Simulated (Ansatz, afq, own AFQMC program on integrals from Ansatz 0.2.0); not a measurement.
**BH₂⁺, singlet: AFQMC among the cluster methods**

```xyz
3

B     0.0000    0.0000    0.0000
H     0.0000    0.0000   -1.1792
H     0.0000    0.0000    1.1792
```

Basis cc-pVTZ. Only valence electrons are correlated. Integrals, coupled cluster, full CI and functionals: Ansatz 0.2.0; the random walks run on the same integrals in our own AFQMC program. ph-AFQMC/CISD is guided by a CISD state made of CCSD amplitudes; releasing the constraint for a short imaginary time cuts its bias at the price of noise, slowly where states lie close. Error bars are statistical, one sigma.

Determinant: RHF, the one that the program's search chose, which needn't be the lowest solution. The geometry is a PBE0/def2-TZVP stationary point of this or a neighbouring charge and spin state.

Full CI is exact in this basis; its frozen core comes from its own orbitals, which moves totals by up to a few meV.

Cautions: the ph-AFQMC/HF walk drifts between its halves (2.9 errors); full CI with its own frozen core.

The T1 diagnostic is 0.0057. The weight of the determinant in the CISD state is 0.959 and the size of the correlated space is 4 electrons in 57 orbitals.

```json
{"level": "MP2", "correlation energy (eV)": "-1.8634"}
{"level": "CCSD", "correlation energy (eV)": "-2.3206"}
{"level": "CCSD(T)", "correlation energy (eV)": "-2.3463"}
```

Q: Estimate where phaseless AFQMC with a CISD trial lies against CCSD(T) on the same integrals.

A: 5.6 ± 2.7 meV below CCSD(T).

Reference: full CI, correlation energy -2.354 eV. The released energy is read at 1.50 1/Eh (meV from the phaseless value at times in 1/Eh: -1 ± 3 at 0.24, -2.0 ± 2.3 at 0.50, -1 ± 3 at 1.00, 1 ± 3 at 1.50).

```
         level  E − E(reference) (meV)  share of correlation (%)
       CCSD(T)                     7.2                     99.69
         CCSDT                     0.6                     99.97
      CCSDT(Q)                     0.1                     99.99
   ph-AFQMC/HF            -29.0 ± 17.9                    101.23
 ph-AFQMC/CISD               1.6 ± 2.7                     99.93
released AFQMC               2.3 ± 2.6                     99.90
```

CCSDT and higher add their correlation energy to the determinant of the CCSD(T) run, since their own runs factorise the integrals more tightly (a shift of under 2 meV). A walk keeps the symmetry of its determinant, which the program's search chose and which needn't be the lowest solution, so a lower state of the same spin and another symmetry isn't excluded. Released energies are given only where the last usable release times agree within the noise; a slower fall can still hide under it.
